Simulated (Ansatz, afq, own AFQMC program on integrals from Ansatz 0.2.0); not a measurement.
## BGeH4, doublet: AFQMC among the cluster methods

```tsv
atom	x (Å)	y (Å)	z (Å)
Ge	0.0000	0.0000	0.2823
B	0.0000	0.0000	-1.6912
H	0.0000	1.2553	1.1670
H	0.0000	-1.2553	1.1670
H	0.0000	1.0424	-2.2706
H	0.0000	-1.0424	-2.2706
```

Connectivity, by distances: GeH2–BH2.

Basis 6-31G. Noble-gas cores (and the filled d shells of Ga–Kr and In–Xe) are frozen. Integrals, coupled cluster, full CI and functionals: Ansatz 0.2.0; the random walks run on the same integrals in our own AFQMC program. The CISD trial takes its coefficients from CCSD amplitudes. Released means that phaseless walkers are propagated on without the constraint, phases kept. Free AFQMC starts from the CCSD state and is never constrained. Its projection time is finite, and what remains of the start isn't in its error. ± is one standard error of the sampling. No spin–orbit coupling.

Determinant: ROHF, the one that the program's search chose, which needn't be the lowest solution. The geometry is a PBE0/def2-TZVP stationary point of this or a neighbouring charge and spin state.

No full CI on the walks' own integrals is used here. The released AFQMC energy serves as the reference, which it does only where one determinant dominates, the energy is flat over the last release times and near the phaseless one (40 meV or 2 meV an electron, half that with transition metals). On small molecules, where full CI could be run and the noise was under 10 meV, such values lay within 10 meV of it in 19 cases of 20, a flattering rate, since the rule was set on those same cases; what remains of the bias isn't in the error bar.

Cautions: no relativity below Rb; no spin-orbit coupling; inner d shell frozen; the released value is read at 2.40 1/Eh (meV from the phaseless value at times in 1/Eh: 2 ± 6 at 0.24, 8 ± 7 at 0.51, -2 ± 5 at 0.99, -3 ± 6 at 1.62, -4 ± 6 at 2.40).

The T1 diagnostic is 0.0180, the weight of the determinant in the CISD state is 0.911 and the size of the correlated space is 11 electrons in 31 orbitals.

```csv
level,correlation energy (eV)
MP2,-2.7475
CCSD,-3.5689
CCSD(T),-3.6431
```

Q: Estimate where phaseless AFQMC with the Hartree–Fock trial lies against CCSD(T) on the same integrals.

A: 3.7 ± 3.1 kJ/mol above CCSD(T). The gap is under twice the noise, so this walk alone can't tell the two apart.

Reference: AFQMC with the constraint released, correlation energy -3.662 ± 0.006 eV.

```tsv
level	E − E(reference) (kJ/mol)	share of correlation (%)
CCSD(T)	1.9 ± 0.6	99.47
ph-AFQMC/HF	5.5 ± 3.2	98.43
ph-AFQMC/CISD	0.3 ± 0.9	99.90
free AFQMC	-0.9 ± 0.9	100.25
```

Free projections are given only where their last times agree within the noise and don't stop above the reference; a slow remainder of the start can still hide under it. A walk keeps the symmetry of its determinant, which the program's search chose and which needn't be the lowest solution, so a lower state of the same spin and another symmetry isn't excluded. Released energies are given only where the last usable release times agree within the noise; a slower fall can still hide under it.
